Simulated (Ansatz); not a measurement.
System: zinc-blende HgSe. Method: PBE0 (Ansatz, a program for electronic structure, plane waves, PAW).

Run with plane-wave cutoff 500 eV, 8×8×8 k mesh, Fermi–Dirac smearing 0.05 eV, scalar-relativistic PAW data made under PBE.

The cell is the one relaxed with PBEsol: a = b = c = 6.133 Å, α = β = γ = 90.00°.

### Question
Predict the band gap.

### Answer

* **band gap**: 0.24 eV (on the SCF k mesh)

Note: exact exchange on metals is sensitive to the k mesh and can open a false gap; cell and atoms aren't relaxed at this level (pressure 1.1 GPa).

Spin–orbit coupling is not included; with these elements it can move the gap by several tenths of an eV or more.

Cost on a shared machine: around 5 core-minutes (rough).
